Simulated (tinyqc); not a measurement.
Inside a calculation. Method: CID on RHF in the sto-3g basis, frozen core, for LiH, spin multiplicity 1. One step of it, computed by the program tinyqc.

Problem. Iteration 1: building the Fock matrix. J_ij = sum D_kl (ij|kl), K_ij = sum D_kl (ik|jl); F = H + J - 0.5 K; E = tr D H + tr D J / 2 - 0.25 tr D K + E_nn.

D at the start, lower triangle:
```
            1Li 1s    1Li 2s   1Li 2px   1Li 2py   1Li 2pz     2H 1s
1Li 1s    1.975596
1Li 2s    0.030155  0.160955
1Li 2px   0.000000  0.000000  0.000000
1Li 2py   0.000000  0.000000  0.000000  0.000000
1Li 2pz  -0.087330  0.251190  0.000000  0.000000  0.401181
2H 1s    -0.136786  0.347780  0.000000  0.000000  0.556530  0.772160
```

core Hamiltonian H = T + V (hartree), lower triangle:
```
            1Li 1s     1Li 2s    1Li 2px    1Li 2py    1Li 2pz      2H 1s
1Li 1s   -4.672549
1Li 2s   -1.048832  -1.355780
1Li 2px   0.000000   0.000000  -1.102737
1Li 2py   0.000000   0.000000   0.000000  -1.102737
1Li 2pz  -0.010454  -0.099783   0.000000   0.000000  -1.180559
2H 1s    -0.127852  -0.481139   0.000000   0.000000  -0.639664  -1.265620
```

Two-electron integrals (ij|kl) in chemists' order, unique and non-zero (hartree):
```
(11|11) 1.680395   (21|11) 0.265420   (21|21) 0.049941   (22|11) 0.397727
(22|21) 0.092860   (22|22) 0.290562   (31|31) 0.008981   (32|31) 0.013788
(32|32) 0.064184   (33|11) 0.396640   (33|21) 0.092880   (33|22) 0.290497
(33|33) 0.312946   (41|41) 0.008981   (42|41) 0.013788   (42|42) 0.064184
(43|43) 0.016869   (44|11) 0.396640   (44|21) 0.092880   (44|22) 0.290497
(44|33) 0.279207   (44|44) 0.312946   (51|51) 0.008981   (52|51) 0.013788
(52|52) 0.064184   (53|53) 0.016869   (54|54) 0.016869   (55|11) 0.396640
(55|21) 0.092880   (55|22) 0.290497   (55|33) 0.279207   (55|44) 0.279207
(55|55) 0.312946   (61|11) 0.030177   (61|21) 0.005725   (61|22) 0.010909
(61|33) 0.010781   (61|44) 0.010781   (61|51) 0.000714   (61|52) 0.001392
(61|55) 0.011171   (61|61) 0.000723   (62|11) 0.098421   (62|21) 0.023388
(62|22) 0.081084   (62|33) 0.076511   (62|44) 0.076511   (62|51) 0.003685
(62|52) 0.025199   (62|55) 0.090155   (62|61) 0.003239   (62|62) 0.041958
(63|31) 0.001555   (63|32) 0.007990   (63|53) 0.003549   (63|63) 0.002469
(64|41) 0.001555   (64|42) 0.007990   (64|54) 0.003549   (64|64) 0.002469
(65|11) 0.130576   (65|21) 0.031267   (65|22) 0.111769   (65|33) 0.104074
(65|44) 0.104074   (65|51) 0.005673   (65|52) 0.038799   (65|55) 0.127050
(65|61) 0.004447   (65|62) 0.062470   (65|65) 0.093785   (66|11) 0.266279
(66|21) 0.064143   (66|22) 0.245787   (66|33) 0.224534   (66|44) 0.224534
(66|51) 0.010307   (66|52) 0.091013   (66|55) 0.288182   (66|61) 0.009062
(66|62) 0.164406   (66|65) 0.252430   (66|66) 0.774606
```

nuclear repulsion = 0.79936135 hartree

Give: Coulomb J; exchange K; Fock matrix F; total energy of this density.

Solution.

Coulomb J (hartree), lower triangle:
```
         1Li 1s  1Li 2s  1Li 2px  1Li 2py  1Li 2pz   2H 1s
1Li 1s   3.9701
1Li 2s   0.6786  1.3223
1Li 2px  0.0000  0.0000   1.2875
1Li 2py  0.0000  0.0000   0.0000   1.2875
1Li 2pz  0.0220  0.1604   0.0000   0.0000   1.3851
2H 1s    0.0808  0.4819   0.0000   0.0000   0.6889  1.7200
```

exchange K (hartree), lower triangle:
```
          1Li 1s  1Li 2s  1Li 2px  1Li 2py  1Li 2pz   2H 1s
1Li 1s    3.3445
1Li 2s    0.5613  0.2872
1Li 2px   0.0000  0.0000   0.0467
1Li 2py   0.0000  0.0000   0.0000   0.0467
1Li 2pz  -0.0024  0.2426   0.0000   0.0000   0.3937
2H 1s     0.0682  0.3757   0.0000   0.0000   0.5464  1.0676
```

Fock matrix F (hartree), lower triangle:
```
          1Li 1s   1Li 2s  1Li 2px  1Li 2py  1Li 2pz    2H 1s
1Li 1s   -2.3747
1Li 2s   -0.6509  -0.1771
1Li 2px   0.0000   0.0000   0.1614
1Li 2py   0.0000   0.0000   0.0000   0.1614
1Li 2pz   0.0128  -0.0607   0.0000   0.0000   0.0077
2H 1s    -0.0812  -0.1871   0.0000   0.0000  -0.2240  -0.0794
```

total energy of this density = -7.816074 hartree
